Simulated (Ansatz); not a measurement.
# fcc Cu

The numbers are results of PBEsol in Ansatz (PAW), not measurements.

Settings: plane-wave cutoff 500 eV, 8×22×1 k mesh (along the axes of the cell as run), Fermi–Dirac smearing 0.1 eV, scalar-relativistic PAW data made under PBE.

Cell: relaxed at this level.

```
Item                                 Result
--------------------------------  ---------
surface energy of the (221) face  1.85 J/m²
work function of the (221) face     4.66 eV
```

The slab of 18 atoms is relaxed and unreconstructed.

Static lattice: no zero-point or thermal effects.

Ansatz is an electronic-structure program.
